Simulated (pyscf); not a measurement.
H₃C–CH₂–Zn–OH + CH₃• -> H₃C–CH₂–CH₃ + [HO–Zn]•, a substitution at C (doublet surface; C–Zn broken, C–C formed). Optimised with ωB97X-D3(BJ)/def2-SVP in PySCF. Energies in kcal/mol from the separated reactants.

Small-basis levels: PySCF, no dispersion term, spherical d functions. AM1 to PM7: differences of heats of formation from MOPAC, which are fitted to 298 K values and so differ in kind from electronic energies by zero-point and thermal terms. GFN2-xTB: tblite. Open shells are spin-unrestricted. 

```csv
level,barrier,reaction energy
MP2/6-31G*+LANL2DZ,[?],-33.4
PBE/6-31G*+LANL2DZ,11.7,-38.2
B3LYP/3-21G,[?],+0.3
B3LYP/6-31G*+LANL2DZ,20.2,-36.1
GFN2-xTB,5.5,-59.1
PM3,19.9,-27.6
PM7,29.7,+3.7
ωB97M-D3(BJ)/def2-TZVP,[?],-25.7
```

Q: Some entries are withheld; supply them.

A: 
- MP2/6-31G*+LANL2DZ, barrier: 34.7
- B3LYP/3-21G, barrier: 32.4
- ωB97M-D3(BJ)/def2-TZVP, barrier: 29.1

Against the last row the barrier runs from -23.6 (GFN2-xTB) to +5.6 kcal/mol (MP2/6-31G*+LANL2DZ). ωB97M-D3(BJ)/def2-TZVP has limits of its own. This is the saddle that the search found; another between the same sides may lie lower. The angle at the attacked C is 160°. In the def2 sets elements up to Kr have no core potential.
